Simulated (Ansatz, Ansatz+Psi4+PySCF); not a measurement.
| atom | x (Å) | y (Å) | z (Å) |
| --- | --- | --- | --- |
| N | 0.0000 | 0.0000 | 0.0000 |
| C | 0.0000 | 1.3150 | 0.0000 |
| C | 0.0000 | -1.1750 | 0.0000 |

Basis set: cc-pVTZ (spherical functions). Correlated methods keep 3 orbitals frozen. Correlation on ROHF uses semicanonical orbitals with singles. Charge 0, multiplicity 2.

Computed with Ansatz (development build ahead of 0.2.0); each method stands on the lowest determinant of its kind that the runs found.

The atomization energy at this shape (free ground-state atoms in the same class of orbitals less the molecule, no zero-point energy) of doublet C₂N:

| method | atomization energy |
| --- | --- |
| UHF-MP2 | 1188.5 kJ/mol |

(1) What does ROHF-MP2 give?

Answers

(1) 1205.7 kJ/mol. Caution: the shape is not the minimum.
